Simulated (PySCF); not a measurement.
Ketene, C₂H₂O, SMILES C=C=O, point group C2v.

Level: PBE0/pcSseg-2 in PySCF (density fitting, grid level 2); geometry and Hessian at that level, cubic constants and property derivatives from steps of ±0.6 along each species' dimensionless normal coordinates, second-order vibrational perturbation theory. The parent has the commonest isotopes.

Equilibrium geometry (Å):

```json
{"atom": "C1", "x": "-0.5298", "y": "0.0365", "z": "-0.1827"}
{"atom": "C2", "x": "0.7653", "y": "-0.0461", "z": "-0.0335"}
{"atom": "O3", "x": "1.9115", "y": "-0.1191", "z": "0.0986"}
{"atom": "H4", "x": "-1.0409", "y": "-0.6887", "z": "-0.7967"}
{"atom": "H5", "x": "-1.0717", "y": "0.8288", "z": "0.3100"}
```

**Question.** How much do zero-point and thermal motion change the parent's shieldings?

**Answer.** 
| atom | σe (ppm) | anharmonic part, 0 K | harmonic part, 0 K | Δσ at 0 K | Δσ at 100 K | Δσ at 200 K |
| --- | --- | --- | --- | --- | --- | --- |
| C1 | 187.10 | -0.70 | -2.38 | -3.08 | -3.11 | -3.12 |
| C2 | -15.55 | -0.91 | -0.29 | -1.21 | -1.24 | -1.26 |
| O3 | -22.01 | -2.17 | -3.43 | -5.59 | -5.66 | -5.76 |
| H4 | 29.18 | -0.11 | -0.29 | -0.39 | -0.40 | -0.40 |

**Question.** And the bond lengths, in the parent and with ²H at 4?

**Answer.** 
```csv
bond,re (Å),⟨r⟩ at 0 K,between mean positions,"⟨r⟩, labelled"
C1–C2,1.3063,1.3124,1.3098,1.3124
C2–O3,1.1561,1.1606,1.1575,1.1606
C1–H4,1.0789,1.0984,1.0817,1.0932
```

The study (145 SCF points, 136 basis functions) took 12 min on 1 thread of Arm Neoverse V1 (shared host) (rough), peak memory 0.58 GiB, launched as `OMP_NUM_THREADS=1 python ens_run.py task.json out`.
